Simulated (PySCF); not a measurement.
1-chloro-1-fluoropropane, C₃H₆ClF, SMILES CC[C@H](F)Cl, point group C1.

Force field and properties: B3LYP/pcSseg-1 (PySCF, grid level 2). Vibrational terms come from second-order perturbation theory with semi-diagonal cubic constants, by steps of ±0.6 along the normal coordinates of each isotopologue. The parent has the commonest isotopes.

Equilibrium geometry (Å):

```csv
atom,x,y,z
C1,1.2925,0.2863,-0.1991
C2,0.0251,-0.5648,-0.2568
C3,-1.1713,0.0458,0.4382
F4,-2.2173,-0.8424,0.4258
Cl5,-1.7297,1.5753,-0.3754
H6,2.1262,-0.2457,-0.6679
H7,1.5816,0.5087,0.8352
H8,1.1605,1.2368,-0.7251
H9,-0.2595,-0.7822,-1.2926
H10,0.1923,-1.5318,0.2367
H11,-0.9787,0.3248,1.4772
```

(1) Give the equilibrium and ground-state rotational constants (MHz) of parent; ¹³C at 2.

(2) How is the parent's vibrational correction B0 − Be made up?

(3) And its quartic centrifugal distortion constants from the harmonic force field?

(4) Which nuclear quadrupole couplings χaa, χbb, χcc (MHz) does the parent show, at equilibrium and averaged?

A mode lies under 250 cm⁻¹, where this perturbation treatment is rough. Internal rotors are held in one well.

Results:

(1) 
```tsv
species	Ae	Be	Ce	A0	B0	C0	Δ0 (u Å²)	harmonic ZPE (cm⁻¹)
parent	4698.5	3132.6	2012.4	4680	3094	1994	-17.878	19103
¹³C at 2	4683.4	3099.2	1997.5	4665.2	3061.4	1979.4	-18.098	19056
```

Δ0 = Ic − Ia − Ib from the ground-state constants.

(2) 
```csv
axis,harmonic,Coriolis,cubic,total (MHz)
a,7.34,-5.72,-20.1,-18.5
b,4.93,-2.05,-41.5,-38.6
c,1.02,-0.797,-18.7,-18.4
```

(3) Asymmetric top, A reduction, Ir representation: ΔJ = 1.25 kHz, ΔJK = -2.06 kHz, ΔK = 3.82 kHz, δJ = 0.503 kHz, δK = 1.1 kHz.

(4) 35Cl at 5: 3.4, -35.5, 32.2 and 3.0, -35.0, 32.0.
